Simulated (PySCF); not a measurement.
# FH3N: the cost of one run

Computed with PySCF 2.14.0; each step states its level. No surroundings beyond the atoms listed, unless a continuum is named. Atoms count from 0, parts from 1.

### 1 The system as given

5 atoms, charge -1, multiplicity 1; geometry: GFN2-xTB. Parts: 1 = atoms 0–3, `N`, charge 0; 2 = atom 4, `[F-]`, charge -1.

### 2 Geometry optimisation at PBE0-D3(BJ)/def2-TZVPD

The job: settings as JSON, then the geometry in Å.

```
{"job": {"xc": "PBE0", "basis": "def2-TZVPD", "d3": "d3bj", "grid": 3, "kind": "geom", "shake": 0.01}, "charge": -1, "multiplicity": 1, "parts": [{"atoms": "0-3", "charge": 0, "multiplicity": 1}, {"atoms": "4-4", "charge": -1, "multiplicity": 1}]}
N     -0.043399    -0.015527     0.342732
H      0.986395     0.044166     0.395783
H     -0.257119    -0.681132    -0.399292
H     -0.279972     0.910543    -0.074054
F      2.596185     0.159776     0.191075
```

Started as:

```bash
> OMP_NUM_THREADS=1 python cluster_run.py task.json out
```

This one command runs all jobs of the session in turn.

Q: Estimate the wall time and peak memory of this first job on 1 thread of Arm Neoverse N1, shared host.

About 28 s, with a peak of 0.45 GiB.
